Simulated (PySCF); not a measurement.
**Computed data sheet: isopropyl isocyanide, `[C-]#[N+]C(C)C`**

Compound: isopropyl isocyanide, C4H7N.
Atom-mapped SMILES: `[C-:1]#[N+:2][CH:3]([CH3:4])[CH3:5]` (hydrogens: H6 on C3; H7, H8, H9 on C4; H10, H11, H12 on C5)

Cartesian coordinates in Å at the PBE0-D3(BJ)/def2-SVP level; atoms count from 1:
```xyz
12
C4H7N angstrom
C     -0.654    2.382    1.172
N     -0.372    1.288    0.858
C     -0.031   -0.033    0.450
C      1.335   -0.034   -0.225
C     -1.130   -0.604   -0.439
H      0.029   -0.638    1.372
H      1.621   -1.063   -0.490
H      2.104    0.382    0.441
H      1.310    0.569   -1.145
H     -0.891   -1.644   -0.707
H     -1.221   -0.016   -1.364
H     -2.100   -0.590    0.077
```

Structural features include: isocyanide.

PBE0-D3(BJ)/def2-SVP geometry optimisation, gas phase (PySCF):

```yaml
Point_group: Cs
Rotational_constants_A_B_C: 7.983, 4.325, 3.093 GHz
```

From PBE0/pcSseg-1 ground state and GIAO shieldings, non-relativistic (PySCF):

```yaml
Dipole_moment: 3.90 D
HOMO_energy: -8.51 eV
LUMO_energy: 0.70 eV
HOMO–LUMO_gap: 9.21 eV
Lowest_Hirshfeld_atomic_charge: -0.11 e on C1/C4/C5
Highest_Hirshfeld_atomic_charge: +0.05 e on C3, H6, H7, H8, H9, H10, H11, H12
13C_chemical_shifts_computed_TMS_as_zero_by_class: 179.9 (C1), 44.1 (C3), 25.7 (C4/C5) ppm
1H_chemical_shifts_computed_TMS_as_zero_by_class: 3.44 (H6), 1.34 (H7/H8/H9/H10/H11/H12) ppm
Isotropic_shieldings_of_nuclei_other_than_C_and_H_by_class: 57 (N2) ppm
Mayer_bond_orders_between_heavy_atoms: C1–N2 2.36, N2–C3 0.82, C3–C4 1.03, C3–C5 1.03
```

B3LYP/pcJ-1 indirect spin-spin coupling, non-relativistic, gas phase; spin–dipole term left out for some pairs (PySCF):

```yaml
Largest_of_the_computed_one-bond_spin–spin_couplings_means_over_like_bonds: 13C–1H +145.2 (C3–H6), 13C–1H +135.8 (C4–H7 and 5 like it), 13C–13C +38.2 (C3–C4 and 1 like it), 15N–13C -12.4 (N2–C3), 15N–13C -8.1 (N2–C1) Hz
```

Monoisotopic mass (most abundant isotopes): 69.0578 u.

With B = h/(8π²I), that is 505.379 GHz u Å² over I, the principal moments of inertia are 63.3, 116.9 and 163.4 u Å² (most abundant isotopes); the inertial defect Ic − Ia − Ib is -16.8 u Å² (zero for a rigid planar frame, negative otherwise). The rotational constants make it an asymmetric top with κ = (2B − A − C)/(A − C) = -0.50, nearer the prolate limit (−1). A dipole of 3.90 D is allowed in Cs, and pure rotational transitions are dipole-allowed. The dipole matches unit charges of opposite sign 0.81 Å apart (1 e·Å = 4.8032 D).

Geometry: PBE0-D3(BJ)/def2-SVP; no solvent or vibrations. NMR classes are plain means over equivalent atoms (diastereotopic ones count apart unless rotation or inversion swaps them), as if these changed places fast; in this geometry the members of some classes differ.
